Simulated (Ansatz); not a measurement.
The input, for Ansatz 0.2.0:

```yaml
crystal:
  periodic: [false, false, false]
  atoms:
    - {symbol: C, position_ang: [0.000000, -0.241268, 1.479631]}
    - {symbol: Na, position_ang: [0.000000, 0.091046, -0.856021]}
    - {symbol: H, position_ang: [0.000000, 0.798340, 1.893291]}
basis:
  gaussian: {orbitals: 6-31G}
correlation: {active_space: {window: {electrons: 4, orbitals: 6}}}
output: {forces: true}
```

```sh
$ ansatz run in.yaml --threads 1 --pin off --events-out ev --progress --plain --max-ram 2393MiB
```

Output:

```
291 factors; integrals over basis functions are off by at most 2.9e-4 eV
mean field evaluation 1: about -5443.9578 eV, gradient 1.2e1 eV
mean field evaluation 2: about -5443.9659 eV, gradient 1.2e1 eV
mean field evaluation 4: about -5444.4707 eV, gradient 9.1e-1 eV
mean field evaluation 8: about -5444.4782 eV, gradient 1.7e-3 eV
mean field evaluation 16: about -5443.5254 eV, gradient 6.2e-6 eV
mean field evaluation 32: about -5443.5213 eV, gradient 7.2e-1 eV
mean field -5444.47823829 eV, -200.0808848572 hartree, gradient 5.3e-6 eV, S^2 0.000000; 6 other end points of the search recorded, 0 dependent functions left out
reference -5444.47823829 eV, -200.0808848572 hartree; 9, 9 occupied and 15, 15 virtual orbitals, 291 factors
state -5446.10300437 eV, -200.1405939096 hartree
the calculation of the forces begins
Total energy: -5446.10300437 eV, -200.1405939096 hartree
Atom 0 at     0.000000    -0.241268     1.479631 Å, force    -0.000000     0.211769     0.494442 eV/Å
Atom 1 at     0.000000     0.091046    -0.856021 Å, force    -0.000000     0.011704    -0.557403 eV/Å
Atom 2 at     0.000000     0.798340     1.893291 Å, force     0.000000    -0.223473     0.062960 eV/Å
Dipole moment:     0.000000     0.099716    -0.629880 e Å
```

Forces (eV/Å):
```
C    0.000  0.212  0.494
Na   0.000  0.012 -0.557
H    0.000 -0.223  0.063
```

Ran on 1 thread of Arm Neoverse N1, shared host: 1.4 s wall, 0.14 GiB peak host memory.
